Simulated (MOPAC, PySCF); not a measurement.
Stepwise substitution at one centre (Si F-Br). All species are isolated molecules in the gas phase. Strings in code marks are SMILES.

Quantity: redistribution energy (mixed species minus the weighted end members), in eV. Semi-empirical values (MOPAC) are differences of heats of formation.

Level 1: PBE-D3(BJ)/def2-TZVP (PySCF)
Level 2: PBE/6-31G* // PBE-D3(BJ)/def2-TZVP (PySCF)
Level 3: HF/3-21G // PBE-D3(BJ)/def2-TZVP (PySCF)
Level 4: PM6 // PBE-D3(BJ)/def2-TZVP (MOPAC)

| species | level 1 | level 2 | level 3 | level 4 |
|---|---|---|---|---|
| 3 of 4 F replaced by Br: `F[Si](Br)(Br)Br` | 0.054 | -0.041 | 0.196 | [?] |
| 2 of 4 F replaced by Br: `[Si](Br)(F)(F)Br` | 0.066 | -0.055 | 0.253 | [?] |
| 1 of 4 F replaced by Br: `F[Si](F)(F)Br` | [?] | -0.038 | 0.186 | 0.010 |

### Question
Fill in the missing entries.

### Answer

- 3 of 4 F replaced by Br: `F[Si](Br)(Br)Br`, level 4: 0.042
- 2 of 4 F replaced by Br: `[Si](Br)(F)(F)Br`, level 4: 0.034
- 1 of 4 F replaced by Br: `F[Si](F)(F)Br`, level 1: 0.045
